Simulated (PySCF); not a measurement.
**Cost of excited-state runs on `C/C=C(\C)OC`, C5H10O**

Molfile (atoms numbered from 1):
```
C5H10O
     RDKit          3D

 16 15  0  0  0  0  0  0  0  0999 V2000
   -2.3218   -0.2092    0.6285 C   0  0  0  0  0  0  0  0  0  0  0  0
   -0.8393   -0.2968    0.4584 C   0  0  0  0  0  0  0  0  0  0  0  0
   -0.0906    0.5886   -0.2240 C   0  0  0  0  0  0  0  0  0  0  0  0
   -0.6160    1.8077   -0.9235 C   0  0  0  0  0  0  0  0  0  0  0  0
    1.2530    0.4957   -0.3860 O   0  0  0  0  0  0  0  0  0  0  0  0
    1.9216   -0.5850    0.1914 C   0  0  0  0  0  0  0  0  0  0  0  0
   -2.8377   -1.0515    0.1350 H   0  0  0  0  0  0  0  0  0  0  0  0
   -2.6090   -0.2505    1.6929 H   0  0  0  0  0  0  0  0  0  0  0  0
   -2.7410    0.7169    0.2106 H   0  0  0  0  0  0  0  0  0  0  0  0
   -0.3513   -1.1570    0.9232 H   0  0  0  0  0  0  0  0  0  0  0  0
    0.2301    2.4196   -1.2615 H   0  0  0  0  0  0  0  0  0  0  0  0
   -1.2447    2.4197   -0.2606 H   0  0  0  0  0  0  0  0  0  0  0  0
   -1.2201    1.5415   -1.8048 H   0  0  0  0  0  0  0  0  0  0  0  0
    2.9866   -0.4674   -0.0483 H   0  0  0  0  0  0  0  0  0  0  0  0
    1.5655   -1.5504   -0.2123 H   0  0  0  0  0  0  0  0  0  0  0  0
    1.7990   -0.6022    1.2897 H   0  0  0  0  0  0  0  0  0  0  0  0
  1  2  1  0
  2  3  2  0
  3  4  1  0
  3  5  1  0
  5  6  1  0
  1  7  1  0
  1  8  1  0
  1  9  1  0
  2 10  1  0
  4 11  1  0
  4 12  1  0
  4 13  1  0
  6 14  1  0
  6 15  1  0
  6 16  1  0
M  END
```

PySCF with density fitting, on 1 thread of an Arm Neoverse V1, shared host. Command: `OMP_NUM_THREADS=1 python excited_run.py task.json out`

(1) How long does each of these runs take, and how much memory?
- first hyperpolarisability, CAM-B3LYP/def2-TZVPD; usual settings
- excited states, wB97X-D/def2-TZVPD; Tamm-Dancoff; spin-orbit couplings; 6 states; 5 triplets; quadratic response for 4 states; IEF-PCM toluene
- excited states, wB97X-D/def2-TZVPD; Tamm-Dancoff; spin-orbit couplings; 6 states; 5 triplets; quadratic response for 4 states
- excited states, CAM-B3LYP/def2-TZVPD; two-photon moments; 8 states; quadratic response for 6 states; 0 triplets

## Answers

(1) 
| run | level | basis functions | wall time | peak memory (GiB) |
| --- | --- | --- | --- | --- |
| first hyperpolarisability | CAM-B3LYP/def2-TZVPD | 315 | 61 s | 1.2 |
| excited states | wB97X-D/def2-TZVPD | 315 | 65 s | 1.2 |
| excited states | wB97X-D/def2-TZVPD | 315 | 63 s | 1.1 |
| excited states | CAM-B3LYP/def2-TZVPD | 315 | 83 s | 1.2 |

Times from a shared host are rough.
